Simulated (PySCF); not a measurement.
## Spin-Hamiltonian simulation

Molecule: `OC(=O)C1CC1`, C₄H₆O₂.

Geometry (Å), atoms numbered from 1 in this order:
```xyz
12

O     1.8165   -0.0793   -1.7348
C     1.1703    0.0914   -0.7340
O     1.6972    0.6434    0.3749
C    -0.2559   -0.2740   -0.5779
C    -1.1688    0.5678    0.2823
C    -0.7677   -0.7837    0.7492
H     2.6229    0.8373    0.1649
H    -0.6653   -0.7098   -1.4908
H    -2.1859    0.7188   -0.0871
H    -0.7214    1.4326    0.7771
H    -0.0433   -0.8494    1.5640
H    -1.4986   -1.5951    0.7123
```

[PySCF 2.14.0 with density-fitted response routines: couplings computed with B3LYP/pcJ-1 (without the spin–dipole term); PBE0-D3(BJ)/def2-SVP structure; GIAO PBE0/pcSseg-1 shieldings; relativity neglected; a single conformation; no solvent; averaged over atoms made equivalent by symmetry, fast rotation or ring inversion]

Scale: TMS for ¹H (reference shieldings calculated alike).

The 5-spin Hamiltonian (Zeeman plus full scalar coupling among like nuclei) was diagonalised exactly; lines are Lorentzian, 0.7 Hz wide, and the maxima above 3 % are listed with the tallest set to 100.

Peak list at 800 MHz for the spins H8/H9/H10/H11/H12:
δ in ppm (height): 1.379 (16), 1.372 (31), 1.367 (30), 1.365 (19), 1.360 (62), 1.355 (19), 1.353 (33), 1.348 (34), 1.342 (19), 1.082 (19), 1.081 (21), 1.076 (100), 1.074 (31), 1.072 (96), 1.069 (96), 1.066 (34), 1.065 (92), 1.060 (22), 1.058 (20), 1.044 (3), 1.038 (3), 0.895 (3), 0.883 (3), 0.874 (21), 0.873 (23), 0.868 (94), 0.864 (88), 0.862 (28), 0.861 (27), 0.858 (24), 0.857 (30), 0.856 (87), 0.852 (94), 0.846 (20), 0.846 (18)

Extract the chemical shifts and coupling constants behind this pattern (give the signs of the calculation).

Answers


Shifts (ppm): H8 1.36, H9/H12 0.86, H10/H11 1.07.
Couplings (Hz): H8–H9, H8–H12: 9.5; H8–H10, H8–H11: 5.5; H9–H10, H11–H12: -4.7; H9–H11, H10–H12: 7.8; H9–H12: 10.3; H10–H11: 11.1.
These are the parameters used. A line list fixes at most the relative signs, and those only where coupling is strong; other parameter sets or atom labellings may fit too, and couplings well below the line width leave little trace. Those between chemically equivalent but magnetically inequivalent protons (AA′, BB′) do shape the pattern.

Exchangeable OH/NH protons stand at their gas-phase positions; hydrogen bonding in a real sample shifts them, mostly to higher δ. Unscaled 3J(H,H) at this level run about 10 % above measured values.
